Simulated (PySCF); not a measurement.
# Streptocyanine-1: geometry, NMR shifts, spin-spin couplings, electronic excitations and core binding energies

Aim: predict the NMR shifts, spin-spin couplings, electronic excitations and core binding energies of Streptocyanine-1 (`NC=[NH2+]`).

Computed with PySCF 2.14.0, with density-fitted response routines of our own, on a single molecule in the gas phase. Atoms count from 0, in the outputs and in this text.

## 1. The starting structure

8 atoms, charge 1, multiplicity 1; geometry from: GFN2-xTB.

Bonds of the start (Å): N0–C1 1.30, C1–N2 1.30, N0–H3 1.01, N0–H4 1.01, C1–H5 1.09, N2–H6 1.01, N2–H7 1.01.

## 2. Geometry optimisation at PBE0-D3(BJ)/def2-SVP

Job settings and geometry (Å):

```
{"job": {"xc": "PBE0", "basis": "def2-SVP", "d3": "d3bj", "grid": 1, "kind": "geom"}, "charge": 1, "multiplicity": 1}
N      1.150870     0.193100     0.068440
C      0.003350    -0.418160     0.146790
N     -1.145020     0.125410    -0.140330
H      1.219270     1.158860    -0.232460
H      2.014590    -0.276400     0.305030
H      0.001700    -1.454240     0.474720
H     -1.219530     1.087360    -0.451430
H     -2.007110    -0.397120    -0.064420
```

**Question.** This job is followed by: GIAO PBE0/pcSseg-1 NMR shielding, non-relativistic, gas phase; B3LYP/pcJ-1 indirect spin-spin coupling, non-relativistic, gas phase; TDDFT B3LYP/def2-SVPD, vertical, gas phase, core orbitals frozen in the response; GIAO CAM-B3LYP/pcSseg-2 NMR shielding, non-relativistic, gas phase; delta-SCF UKS SCAN, pcX-2 on the ionised atom, pcseg-1 elsewhere, spin-free X2C. Predict these results of the whole session: point group; rotational constants (main isotopes); ¹³C shifts against TMS (PBE0/pcSseg-1); ¹H shifts against TMS (PBE0/pcSseg-1, means over atoms taken as alike); ¹⁵N shifts against NH3 (PBE0/pcSseg-1); largest coupling of the table (B3LYP/pcJ-1); lowest singlet (B3LYP/def2-SVPD); lowest triplet; vertical ionisation energy (ΔSCF); vertical electron affinity (ΔSCF); N1s binding energies, SCAN/pcX-2; C1s binding energies, SCAN/pcX-2; range of the shift of C1.

The runs gave:

| quantity | value |
| --- | --- |
| point group | C2v |
| rotational constants (main isotopes) | 60.00, 10.23, 8.74 GHz |
| ¹³C shifts against TMS (PBE0/pcSseg-1) | 160.6 ppm |
| ¹H shifts against TMS (PBE0/pcSseg-1, means over atoms taken as alike) | 7.45, 6.46, 6.25, 6.05 ppm |
| ¹⁵N shifts against NH3 (PBE0/pcSseg-1) | 127.6, 127.5 ppm |
| largest coupling of the table (B3LYP/pcJ-1) | ¹J(C,H) C1–H5, 204.3 Hz |
| lowest singlet (B3LYP/def2-SVPD) | 7.57 eV (164 nm), f = 0.342 |
| lowest triplet | 5.14 eV |
| vertical ionisation energy (ΔSCF) | 16.99 eV |
| vertical electron affinity (ΔSCF) | 3.93 eV |
| N1s binding energies, SCAN/pcX-2 | N0 413.02, N2 413.02 eV |
| C1s binding energies, SCAN/pcX-2 | C1 300.70 eV |
| range of the shift of C1 | 160.6 to 169.8 ppm |

Relaxing lowered the energy by 0.011 eV in 5 steps; the close pair that moved most is C1–H5, from 1.087 to 1.096 Å. No frequency check was run at this level, so the end point may be a saddle. At PBE0/pcSseg-1: The largest span, 200 ppm, is at C1, where the paramagnetic term is -224 ppm. In the run at B3LYP/pcJ-1, the largest coupling of the table is C1–H5, 204.3 Hz, of which the Fermi-contact term gives 203.3 Hz. The lowest singlet, at 7.57 eV, is HOMO→LUMO 0.97 and is bright. The lowest triplet lies 2.44 eV below the lowest singlet (triplets in Tamm-Dancoff, singlets in full TDDFT). ΔSCF puts the ionisation energy at 16.99 eV, 2.81 eV above −ε(HOMO). The N1s levels computed lie within 0.00 eV of one another, too close to rank. In ppm, C1 moves most: its shift spreads over 9.2 ppm, from 160.6 (PBE0/pcSseg-1) to 169.8 (CAM-B3LYP/pcSseg-2).
